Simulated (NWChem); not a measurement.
The numbers come from NWChem runs, not from measurements. System: ammonia (H$_{3}$N), charge 0, spin multiplicity 1, at a geometry optimised with PBE/def2-SVP. Level: PBE/def2-SVPD.

The NWChem input:

```
start mol
memory heap 200 mb stack 900 mb global 1100 mb
geometry units angstroms nocenter noautoz
  N      0.001600     0.128256     0.000000
  H     -0.472755    -0.293412     0.812430
  H     -0.472755    -0.293412    -0.812430
  H      0.934306    -0.310965     0.000000
  symmetry group Cs
end
basis spherical
  * library def2-svpd
end
dft
  xc xpbe96 cpbe96
  semidirect memsize 60000000 filesize 0
  iterations 100
end
property
  dipole
  response 1 0.0773
end
task dft property
```

Part of the output:

```
             Northwest Computational Chemistry Package (NWChem) 7.3.0
             --------------------------------------------------------

                                NWChem Input Module
                                -------------------

 Scaling coordinates for geometry "geometry" by  1.889725989
 (inverse scale =  0.529177249)

 Turning off AUTOSYM since
 SYMMETRY directive was detected!

                             Geometry "geometry" -> ""
                             -------------------------

 Output coordinates in angstroms (scale by  1.889725989 to convert to a.u.)

  No.       Tag          Charge          X              Y              Z
 ---- ---------------- ---------- -------------- -------------- --------------
    1 N                    7.0000     0.00160000     0.12825600     0.00000000
    2 H                    1.0000    -0.47275500    -0.29341200     0.81243000
    3 H                    1.0000    -0.47275500    -0.29341200    -0.81243000
    4 H                    1.0000     0.93430600    -0.31096500     0.00000000

 Effective nuclear repulsion energy (a.u.)      11.7561354315

            Nuclear Dipole moment (a.u.)
            ----------------------------
        X                 Y               Z
 ---------------- ---------------- ----------------
    -0.0000075589     0.0000056692     0.0000000000

      Symmetry information
      --------------------

 Group name             Cs
 Group number              2
 Group order               2
 No. of unique centers     3

      Symmetry unique atoms

     1    2    4


 Summary of "ao basis" -> "" (spherical)
 ------------------------------------------------------------------------------
       Tag                 Description            Shells   Functions and Types
 ---------------- ------------------------------  ------  ---------------------
 *                         def2-svpd                  on all atoms

  pbe96 is a nonlocal functional; adding pw91lda local functional.
                              NWChem Property Module
                              ----------------------

                                 NWChem DFT Module
                                 -----------------

 Summary of "ao basis" -> "ao basis" (spherical)
 ------------------------------------------------------------------------------
       Tag                 Description            Shells   Functions and Types
 ---------------- ------------------------------  ------  ---------------------
 N                         def2-svpd                 8       20   4s2p2d
 H                         def2-svpd                 4        8   2s2p

 Summary of "ao basis" -> "ao basis" (spherical)
 ------------------------------------------------------------------------------
       Tag                 Description            Shells   Functions and Types
 ---------------- ------------------------------  ------  ---------------------
 N                         def2-svpd                 8       20   4s2p2d
 H                         def2-svpd                 4        8   2s2p

            General Information
            -------------------
          SCF calculation type: DFT
          Wavefunction type:  closed shell.
          No. of atoms     :     4
          No. of electrons :    10
           Alpha electrons :     5
            Beta electrons :     5
          Charge           :     0
          Spin multiplicity:     1
          Use of symmetry is: off; symmetry adaption is: off
          Maximum number of iterations: 100
          AO basis - number of functions:    44
                     number of shells:    20
          Convergence on energy requested:  1.00D-06
          Convergence on density requested:  1.00D-05
          Convergence on gradient requested:  5.00D-04

              XC Information
              --------------
          PerdewBurkeErnzerhof Exchange Functional  1.000
            Perdew 1991 LDA Correlation Functional  1.000 local
           PerdewBurkeErnz. Correlation Functional  1.000 non-local

             Grid Information
             ----------------
          Grid used for XC integration:  medium
          Radial quadrature: Mura-Knowles
          Angular quadrature: Lebedev.
          Tag              B.-S. Rad. Rad. Pts. Rad. Cut. Ang. Pts.
          ---              ---------- --------- --------- ---------
          N                   0.65       49           6.0       434
          H                   0.35       45           7.0       434
          Grid pruning is: on
          Number of quadrature shells:   184
          Spatial weights used:  Erf1

          Convergence Information
          -----------------------
          Convergence aids based upon iterative change in
          total energy or number of iterations.
          Levelshifting, if invoked, occurs when the
          HOMO/LUMO gap drops below (HL_TOL):  1.00D-02
          DIIS, if invoked, will attempt to extrapolate
          using up to (NFOCK): 10 stored Fock matrices.

                    Damping( 0%)  Levelshifting(0.5)       DIIS
                  --------------- ------------------- ---------------
          dE  on:    start            ASAP                start
          dE off:    2 iters        100 iters           100 iters

      Screening Tolerance Information
      -------------------------------
          Density screening/tol_rho:  1.00D-10
          AO Gaussian exp screening on grid/accAOfunc:  14
          CD Gaussian exp screening on grid/accCDfunc:  20
          XC Gaussian exp screening on grid/accXCfunc:  20
          Schwarz screening/accCoul:  1.00D-08
[...]
 Total energy =     -56.121853
 1-e energy   =     -97.836616
 2-e energy   =      29.958628
 HOMO         =      -0.382649
 LUMO         =       0.064028

------------------------------------------------------------
EAF file 0: "./mol.aoints.0" size=524288 bytes
------------------------------------------------------------
               write      read    awrite     aread      wait
               -----      ----    ------     -----      ----
     calls:        1         0         0         0         0
   data(b): 5.24e+05  0.00e+00  0.00e+00  0.00e+00
   time(s): 0.00e+00  0.00e+00  0.00e+00  0.00e+00  0.00e+00
rate(mb/s): 0.00e+00  0.00e+00
------------------------------------------------------------

   convergence    iter        energy       DeltaE   RMS-Dens  Diis-err    time
 ---------------- ----- ----------------- --------- --------- ---------  ------
 d= 0,ls=0.0,diis     1    -56.4216417520 -6.82D+01  2.89D-02  2.25D-01     0.1
 d= 0,ls=0.0,diis     2    -56.4017544380  1.99D-02  1.27D-02  4.02D-01     0.2
 d= 0,ls=0.0,diis     3    -56.4455732644 -4.38D-02  2.26D-03  2.38D-02     0.3
 d= 0,ls=0.0,diis     4    -56.4481521706 -2.58D-03  3.13D-04  4.12D-04     0.3
 d= 0,ls=0.0,diis     5    -56.4482014638 -4.93D-05  1.21D-05  4.03D-07     0.4
 d= 0,ls=0.0,diis     6    -56.4482015190 -5.52D-08  1.58D-06  3.19D-09     0.4

         Total DFT energy =      -56.448201519025
      One electron energy =      -99.166307505293
           Coulomb energy =       38.872153871978
    Exchange-Corr. energy =       -7.910183317214
 Nuclear repulsion energy =       11.756135431504

 Numeric. integr. density =        9.999998996404

     Total iterative time =      0.4s

                       DFT Final Molecular Orbital Analysis
                       ------------------------------------

 Vector    3  Occ=2.000000D+00  E=-4.070178D-01
              MO Center=  1.8D-01, -6.5D-02, -2.7D-06, r^2= 9.9D-01
   Bfn.  Coefficient  Atom+Function         Bfn.  Coefficient  Atom+Function
  ----- ------------  ---------------      ----- ------------  ---------------
     5      0.474443  1 N  px                37     -0.387998  4 H  s
    21      0.193997  2 H  s                 29      0.194002  3 H  s
     8     -0.167153  1 N  px                38     -0.152774  4 H  s
    22      0.076385  2 H  s                 30      0.076387  3 H  s
    18     -0.027380  1 N  d  0

 Vector    4  Occ=2.000000D+00  E=-4.070172D-01
              MO Center= -1.8D-01, -6.1D-02,  2.7D-06, r^2= 9.9D-01
   Bfn.  Coefficient  Atom+Function         Bfn.  Coefficient  Atom+Function
  ----- ------------  ---------------      ----- ------------  ---------------
     7      0.474480  1 N  pz                21     -0.336017  2 H  s
    29      0.336014  3 H  s                 10     -0.167167  1 N  pz
    22     -0.132306  2 H  s                 30      0.132305  3 H  s
    19      0.031766  1 N  d  1

 Vector    5  Occ=2.000000D+00  E=-2.304438D-01
              MO Center=  3.3D-03,  2.7D-01,  9.8D-12, r^2= 9.7D-01
   Bfn.  Coefficient  Atom+Function         Bfn.  Coefficient  Atom+Function
  ----- ------------  ---------------      ----- ------------  ---------------
     6      0.541074  1 N  py                 4     -0.431652  1 N  s
     9     -0.303973  1 N  py                 3     -0.257491  1 N  s
     2     -0.224552  1 N  s                 22      0.193614  2 H  s
    30      0.193614  3 H  s                 38      0.193615  4 H  s
     1     -0.102558  1 N  s                 21      0.100873  2 H  s

 Vector    6  Occ=0.000000D+00  E= 4.367719D-03
              MO Center= -6.8D-03, -5.4D-01, -2.8D-10, r^2= 4.5D+00
   Bfn.  Coefficient  Atom+Function         Bfn.  Coefficient  Atom+Function
  ----- ------------  ---------------      ----- ------------  ---------------
     4      3.407003  1 N  s                 22     -0.834315  2 H  s
    30     -0.834315  3 H  s                 38     -0.834325  4 H  s
    42      0.446367  4 H  px                43     -0.405111  4 H  py
    27     -0.396665  2 H  py                35     -0.396665  3 H  py
    28      0.390911  2 H  pz                36     -0.390911  3 H  pz

 Vector    7  Occ=0.000000D+00  E= 8.423699D-02
              MO Center= -6.2D-01, -5.6D-01,  9.5D-05, r^2= 4.3D+00
   Bfn.  Coefficient  Atom+Function         Bfn.  Coefficient  Atom+Function
  ----- ------------  ---------------      ----- ------------  ---------------
    28      0.907724  2 H  pz                36      0.907674  3 H  pz
    22     -0.737939  2 H  s                 30      0.737872  3 H  s
     7      0.365453  1 N  pz                44      0.350876  4 H  pz
    27     -0.339444  2 H  py                35      0.339415  3 H  py
    26     -0.325784  2 H  px                34      0.325700  3 H  px

 Vector    8  Occ=0.000000D+00  E= 8.423721D-02
              MO Center=  6.0D-01, -5.8D-01, -9.5D-05, r^2= 4.3D+00
   Bfn.  Coefficient  Atom+Function         Bfn.  Coefficient  Atom+Function
  ----- ------------  ---------------      ----- ------------  ---------------
    42      1.088280  4 H  px                38     -0.852074  4 H  s
    26      0.538893  2 H  px                34      0.538943  3 H  px
    22      0.425970  2 H  s                 30      0.426084  3 H  s
    43     -0.410211  4 H  py                 5      0.365424  1 N  px
    28     -0.321410  2 H  pz                36      0.321551  3 H  pz

 center of mass
 --------------
 x =   0.00123343 y =   0.09890761 z =   0.00000000

 moments of inertia (a.u.)
 ------------------
           6.374709850668           0.039007411102           0.000000000000
           0.039007411102           9.501509183986           0.000000000000
           0.000000000000           0.000000000000           6.374226302762

     Multipole analysis of the density
     ---------------------------------

     L   x y z        total         alpha         beta         nuclear
     -   - - -        -----         -----         ----         -------
     0   0 0 0     -0.000000     -5.000000     -5.000000     10.000000

     1   1 0 0     -0.007941     -0.003967     -0.003967     -0.000008
     1   0 1 0     -0.636495     -0.318250     -0.318250      0.000006
     1   0 0 1     -0.000000     -0.000000     -0.000000      0.000000

     2   2 0 0     -4.883786     -4.798689     -4.798689      4.713591
     2   1 1 0     -0.024532      0.008582      0.008582     -0.041696
     2   1 0 1      0.000000      0.000000      0.000000      0.000000
     2   0 2 0     -6.850075     -4.110731     -4.110731      1.371387
     2   0 1 1     -0.000000     -0.000000     -0.000000      0.000000
     2   0 0 2     -4.883483     -4.798796     -4.798796      4.714108

 *** CALLING NEW AORESP DRIVER FOR CLOSED AND OPEN SHELLS ***
 Entering AOResponse driver routine

--------------------------------------------------------------------------------

          ****************
          *** RESPONSE ***
          ****************

 Response module for NWChem and dynamic CPKS solver

          -----------------------------------------------
          Solving response equations for perturbing field
          -----------------------------------------------

 number of frequencies:     1
 frequency in a.u.:  0.7730000E-01
 Perturbing field: electric
 Using El. Dipole Length Gauge

 Setting up CPKS with frequency omega =      0.07730000 a.u.

                            NWChem Dynamic CPHF Module
                            --------------------------

    scftype = RHF
    nclosed =    5
      nopen =    0
  variables =      390
  num. vecs =        3
  tolerance =   1.0D-04
  max. iter =   50

  int2e_file: Failed to allocate cache ... halving
 SCF residual:    1.0968607321085348E-005

Iterative solution of linear equations
  No. of variables      390
  No. of equations        3
  Maximum subspace       30
       Convergence  1.0D-04

 ga_lkain filestub:cphf_sol
 ga_lkain filesoln:./mol.cphf_sol

   iter   nsub   residual    time
   ----  ------  --------  ---------
     1      3    1.89D+00       0.7
     2      6    2.36D+00       0.9
     3      9    1.77D-01       1.1
     4     12    1.12D-02       1.3
     5     15    8.07D-04       1.5
     6     18    4.81D-05       1.7

 Electric Dipole Response Matrix (nonzero elements):

              1        2        3
    1   14.3561   0.0140  -0.0000
    2    0.0140  15.4753   0.0000
    3   -0.0000   0.0000  14.3560

 ------------------------------------------
 average:        14.72915 + I       0.00000

 DFT Linear Response polarizability / au
 Frequency  =       0.0773000 / au
 Wavelength =     589.4353558 / nm
              X              Y              Z
 -----------------------------------------------
 X      14.3561496      0.0139725     -0.0000000
 Y       0.0139725     15.4752982      0.0000000
 Z      -0.0000000      0.0000000     14.3559891
 -----------------------------------------------
 Eigenvalues =      14.3559752     15.4754727     14.3559891
 Isotropic   =      14.7291456
 Anisotropic =       1.1194905
 -----------------------------------------------

 Magnetic Dipole Response Matrix (nonzero elements):
 Optical rotation tensor Beta

              1        2        3
    1    0.0000   0.0000  -0.9808
    2   -0.0000   0.0000   0.0122
    3    0.9808  -0.0122  -0.0000

 ------------------------------------------
 average:         0.00000 + I       0.00000

 Exiting AOResponse driver routine

          -------------
          Dipole Moment
          -------------

 Center of charge (in au) is the expansion point
         X =      -0.0000008 Y =       0.0000006 Z =       0.0000000

   Dipole moment        0.6365448576 A.U.
             DMX       -0.0079411258 DMXEFC        0.0000000000
             DMY       -0.6364953215 DMYEFC        0.0000000000
             DMZ       -0.0000000005 DMZEFC        0.0000000000
   -EFC- dipole         0.0000000000 A.U.
   Total dipole         0.6365448576 A.U.

   Dipole moment        1.6179478729 Debye(s)
             DMX       -0.0201844810 DMXEFC        0.0000000000
             DMY       -1.6178219636 DMYEFC        0.0000000000
             DMZ       -0.0000000012 DMZEFC        0.0000000000
   -EFC- dipole         0.0000000000 DEBYE(S)
   Total dipole         1.6179478729 DEBYE(S)

 1 a.u. = 2.541766 Debyes

 Task  times  cpu:        1.7s     wall:        1.7s

 Total times  cpu:        1.8s     wall:        1.8s
```
